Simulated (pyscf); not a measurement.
H₂B–NH₂ → HB=NH + H₂ (elimination; singlet surface; B–H, H–N broken, H–H formed). Optimised with ωB97X-D3(BJ)/def2-SVP in PySCF. Energies in kJ/mol from the reactant's lowest minimum found.

```csv
level,barrier,reaction energy
PBE/def2-TZVP,297.5,+161.0
r²SCAN/def2-TZVP,312.6,+165.4
B3LYP-D3(BJ)/def2-TZVP,324.9,+158.8
PBE0-D3(BJ)/def2-TZVP,[?],+177.9
M06-2X/def2-TZVP,330.7,+162.0
ωB97M-D3(BJ)/def2-TZVP,[?],[?]
```

**Question.** What belongs in the gaps?

**Answer.** 
- PBE0-D3(BJ)/def2-TZVP, barrier: 319.3
- ωB97M-D3(BJ)/def2-TZVP, barrier: 326.4
- ωB97M-D3(BJ)/def2-TZVP, reaction energy: +162.5

The functionals in the table span 33.2 kJ/mol in this barrier, from PBE to M06-2X. At the saddle there is also a short B–H contact that neither side keeps. This is the saddle that the search found; another between the same sides may lie lower.
